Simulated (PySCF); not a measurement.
A PySCF script (with the pyscf-properties extension) for the NMR shieldings of `CS(C=C)(=O)=O`, C3H6O2S, on a GFN2-xTB geometry:

```python
import basis_set_exchange as bse
import numpy as np
from pyscf import gto, dft
from pyscf.prop import nmr

atoms = """
C     1.978402   -0.182576    0.678390
C     1.104659    0.207099   -0.221338
S    -0.529311    0.740953    0.304525
C    -1.612358   -0.583645   -0.308886
O    -0.580109    0.744253    1.740327
O    -0.856560    1.954138   -0.393235
H     2.979530   -0.500509    0.435165
H     1.693194   -0.182754    1.718263
H     1.273574    0.276900   -1.281141
H    -1.495489   -0.647864   -1.382678
H    -1.322348   -1.504388    0.180000
H    -2.631988   -0.322295   -0.054127
"""
names = dict.fromkeys(["C", "S", "O", "H"], "pcSseg-1")
basis = {el: gto.basis.parse(bse.get_basis(n, elements=[el], fmt="nwchem")) for el, n in names.items()}
mol = gto.M(atom=atoms, basis=basis, charge=0, verbose=0)
mf = dft.RKS(mol, xc="PBE0")
mf.grids.level = 2
mf.grids.alignment = dft.numint.BLKSIZE   # the property module wants whole blocks of grid points
mf.conv_tol = 1e-9
mf.kernel()

calc = nmr.RKS(mf)   # GIAO
C = mf.mo_coeff
Co = C[:, mf.mo_occ > 0]
resp = mf.gen_response(singlet=True, hermi=2)
def vind(x):   # induced exchange potential for any number of trial vectors
    d = np.einsum("pi,xij,qj->xpq", C, 2 * x.reshape(-1, C.shape[1], Co.shape[1]), Co, optimize=True)
    return np.einsum("xpq,pi,qj->xij", resp(d - d.transpose(0, 2, 1)), C, Co, optimize=True).ravel()
mo1, _ = nmr.rhf.solve_mo1(calc, with_cphf=vind)
sigma = calc.kernel(mo1)
for i, s in enumerate(sigma):   # ppm
    print("%2d %-2s %9.2f" % (i, mol.atom_pure_symbol(i), np.trace(s) / 3))
```

**Question.** Give the expected output.

**Answer.** 
```
 0 C      51.26
 1 C      37.29
 2 S     215.81
 3 C     138.09
 4 O     141.67
 5 O     122.80
 6 H      25.25
 7 H      25.05
 8 H      25.10
 9 H      29.17
10 H      29.46
11 H      28.80
```

These numbers come from an equivalent density-fitted implementation of the same equations, which agrees with the script to about 0.01 ppm for H and up to a few tenths of a ppm for heavy atoms, so last digits may differ.

**Question.** Turn these shieldings into chemical shifts. Chemical shifts δ = σref − σ; ¹³C (σref 186.93) and ¹H (σref 31.72) against TMS; ³³S (σref 503.73) vs CS2; ¹⁷O (σref 336.08) vs H2O, all at this level.

**Answer.** Averaging equivalent atoms: C 1: 149.6; C 0: 135.7; C 3: 48.8; S 2: 288; O 4/5: 203.8; H 7: 6.67; H 8: 6.62; H 6: 6.46; H 9/10/11: 2.58 ppm. Experimental scales use liquid or dissolved standards, which lie at an offset from isolated H2O (liquid H2O: subtract about 36 ppm).

Size and cost of the density-fitted run: 139 basis functions, 12 s wall time on 1 thread of an Arm Neoverse V2, shared host.
